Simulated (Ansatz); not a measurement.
Born–Oppenheimer molecular dynamics of AlH$_{4}$SSi (7 atoms, charge 0, multiplicity 2). It starts from a relaxed structure.

Level of theory: UKS PBE0/STO-3G in Ansatz 0.2.0.

```yaml
ensemble: NVE (velocity Verlet)
time_step: 0.5 fs
steps_asked: 380
starting_velocities_drawn_for: 2000 K
seed: 753718
```

First frame:

```xyz
7
Properties=species:S:1:pos:R:3
Al -1.583 -1.738 0.004
S -0.635 -0.501 1.444
Si 0.600 0.688 0.215
H -1.135 -1.435 -1.424
H -0.151 1.458 -0.753
H 1.334 1.623 1.037
H 1.569 -0.094 -0.523
```

How far do the bonds stretch over the last three quarters of this one trajectory? (Pairs bonded in most of those frames.)


```tsv
bond	mean (Å)	spread (Å)	shortest	longest
Al1–S2	2.127	0.022	2.09	2.17
Al1–H4	1.542	0.084	1.42	1.66
S2–Si3	2.111	0.039	2.05	2.18
Si3–H5	1.463	0.065	1.35	1.57
Si3–H6	1.469	0.092	1.31	1.63
Si3–H7	1.468	0.084	1.32	1.62
```

Mean temperature of the second half: 1133 K. The conserved energy stayed within 1.6 meV per atom of its start (net change 0.47 meV per atom), so the integration is sound. Over the second half the temperature averaged 0.57 of the 2000 K drawn at the start: a run that starts near a minimum puts about half its kinetic energy into the potential. A run of 0.19 ps of so small a system gives no equilibrium averages. Limits of this set-up: minimal basis.

The run took 18 min on 1 thread of Arm Neoverse N1 (shared host), peak memory 0.11 GiB.
